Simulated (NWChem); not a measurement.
## Correlation energy of propane (C3H8)

SMILES: CCC
```xyz
11

C     -1.2711     0.0000    -0.2568
C      0.0000     0.0000     0.5793
C      1.2711     0.0000    -0.2568
H     -2.1740     0.0000     0.3732
H     -1.3212     0.8875    -0.9087
H     -1.3212    -0.8875    -0.9087
H      0.0000    -0.8792     1.2469
H      0.0000     0.8792     1.2469
H      2.1740     0.0000     0.3732
H      1.3212    -0.8875    -0.9087
H      1.3212     0.8875    -0.9087
```
Charge 0, spin multiplicity 1.

The numbers come from NWChem runs, not from measurements. Structure: optimised with PBE0/def2-SVP, a minimum by its harmonic frequencies.

Basis set: STO-3G. Each correlation energy counts from its own Hartree-Fock reference.

The correlated methods keep 3 core orbitals frozen. Coupled-cluster values serve here as a point of comparison, not as the truth.

```json
[
 {"method": "CR-CCSD[T]", "correlation energy (mHa)": "-215.9"},
 {"method": "CCSDT", "correlation energy (mHa)": "-216.3"},
 {"method": "CR-CCSD(T)", "correlation energy (mHa)": "-215.9"},
 {"method": "SCS-MP2", "correlation energy (mHa)": "-178.5"},
 {"method": "CCSD", "correlation energy (mHa)": "___"},
 {"method": "MP2", "correlation energy (mHa)": "___"},
 {"method": "CCSD+T(CCSD)", "correlation energy (mHa)": "-216.0"},
 {"method": "CCSD(T)", "correlation energy (mHa)": "-216.0"}
]
```

Question: What belongs in the gaps?

Answer: 
- CCSD, correlation energy (mHa): -215.1
- MP2, correlation energy (mHa): -159.2
